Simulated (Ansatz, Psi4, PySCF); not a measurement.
Gas-phase reaction in SMILES: S1CC=CC1 + 4 C (CH4) + S (H2S) -> C=C (C2H4) + 2 CC (C2H6) + 2 SC (CH4S)

Property: bond separation energy (electronic), in kcal/mol. Set-up: no spin-orbit coupling; no dispersion term unless named; 6-311+G** with 5d, 6d on Na to Ar in Ansatz (a program for electronic structure); valence correlation only; non-relativistic; six Cartesian d functions in 6-31G* and its kin unless marked 5d. CBS(X,Y): correlation extrapolated as X^-3; Hartree-Fock from the larger set. The bracket is a focal-point correction in the basis named. First-principles rows: single points at B3LYP-D3(BJ) geometries (Ansatz).

Coupled cluster (Ansatz) is a level with limits of its own, used here on species with T1 under 0.025 (0.045 for open shells) and stable references: RI-MP2/CBS(cc-pV(T+d)Z,cc-pV(Q+d)Z)+[CCSD(T)-MP2]/cc-pV(T+d)Z.

Value to compare with, RI-MP2/CBS(cc-pV(T+d)Z,cc-pV(Q+d)Z)+[CCSD(T)-MP2]/cc-pV(T+d)Z (Ansatz): 13.5 kcal/mol.

| level | program | bond separation energy (electronic) (kcal/mol) | difference |
|---|---|---|---|
| HF/3-21G | Ansatz | 11.6 | -1.9 |
| PBE/def2-SVP | Ansatz | 12.0 | -1.5 |
| B3LYP/6-31G** | Ansatz | 11.5 | -2.0 |
| B3LYP/6-311+G** | Ansatz | 11.3 | -2.2 |
| PBE0/6-31G* | Ansatz | 11.9 | -1.6 |
| wB97X-D/6-31G* | Psi4 | 10.7 | -2.8 |
| MP2/3-21G | Ansatz | 17.0 | 3.5 |
| MP2/6-31G* | Ansatz | 16.5 | 3.0 |
| B3PW91/6-31G* (5d) | PySCF | 12.6 | -0.9 |
| PBE/def2-TZVPD | Ansatz | 13.0 | -0.5 |
| wB97M-V/def2-TZVPD | Ansatz | 12.5 | -1.0 |

2 of the 9 habitual levels lie above RI-MP2/CBS(cc-pV(T+d)Z,cc-pV(Q+d)Z)+[CCSD(T)-MP2]/cc-pV(T+d)Z (Ansatz); their mean absolute difference is 2.2 kcal/mol, the median 2.0.

The levels are drawn from those run, B3LYP/6-31G* more often than the rest, none by its result; left out are runs that failed, that the program found above a lower state of the same kind, or whose <S^2> lies over 0.5 above the pure value.
